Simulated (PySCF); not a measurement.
**NMR data sheet: propyne**

```yaml
Formula: C3H4
SMILES: C#CC
Point_group_of_the_computed_structure: C3v
Degrees_of_unsaturation: 2
Carbon_signals: 3
Proton_signals: 2
```

Molfile (atoms numbered from 1):
```
C3H4
     RDKit          3D

  7  6  0  0  0  0  0  0  0  0999 V2000
    1.6861   -0.1232   -0.0176 C   0  0  0  0  0  0  0  0  0  0  0  0
    0.4932   -0.0347   -0.0076 C   0  0  0  0  0  0  0  0  0  0  0  0
   -0.9484    0.0719    0.0039 C   0  0  0  0  0  0  0  0  0  0  0  0
    2.7313   -0.2065   -0.0264 H   0  0  0  0  0  0  0  0  0  0  0  0
   -1.3802   -0.6547   -0.6841 H   0  0  0  0  0  0  0  0  0  0  0  0
   -1.2505    1.0732   -0.3023 H   0  0  0  0  0  0  0  0  0  0  0  0
   -1.3282   -0.1211    1.0070 H   0  0  0  0  0  0  0  0  0  0  0  0
  1  2  3  0
  2  3  1  0
  1  4  1  0
  3  5  1  0
  3  6  1  0
  3  7  1  0
M  END
```

All values are calculated (PySCF 2.14): σ from GIAO-PBE0/pcSseg-1, J couplings at B3LYP/pcJ-1, coordinates at the GFN2-xTB level. One averaged value for each set of equivalent atoms, gas phase, one computed conformer, relativity neglected.

Scale: TMS for ¹H, ¹³C (reference shieldings calculated alike).

```tsv
carbon	δC, type	δH (multiplicity, J in Hz)	HMBC from (abs. J ≥ 3 Hz)	span of the C tensor (ppm)
C1	73.8, CH	1.18 (q, 4.1)	H5/H6/H7	222
C2	84.3, C	–	H5/H6/H7, H4	287
C3	4.3, CH3	1.96 (d, 4.1)	H4	22
```

Selected couplings (Hz, signed; the shortest-range and largest first, 30 at most; isotopes ¹³C, ¹H): ¹J(C1,H4) 262.5, ¹J(C1,C2) 212.0, ¹J(C3,H5) 137.3, ¹J(C2,C3) 73.5, ²J(C1,C3) 13.2, ⁴J(H4,H5) -4.1.

1. Carbon types of the structure: 1 × C, 1 × CH, 1 × CH3, which accounts for all hydrogens.
2. δC 84.3: alkyne carbon; sp carbons lie upfield of alkene carbons because the cylindrical π system leaves one tensor component strongly shielded.
3. δC 73.8: terminal alkyne carbon; sp carbons lie upfield of alkene carbons because the cylindrical π system leaves one tensor component strongly shielded.
4. δC 4.3: propargylic methyl carbon; a saturated carbon with 1 carbon neighbour and no heteroatom attached.
5. δH 1.96: hydrogen on a propargylic methyl carbon.
6. δH 1.18: hydrogen on a terminal alkyne carbon; it lies on the axis of the triple bond, in its shielding cone.

Multiplet labels drop couplings under 1 Hz and merge nearly equal ones. Shifts are as computed. Against solution values, carbons near 30 ppm lie about +3 ppm off and those near 130 ppm about +5 ppm. Of 1211 compounds with measured shifts, 218 miss one by over three times the rms of a fit or turn the order of signals round; such compounds aren't used in these exercises.
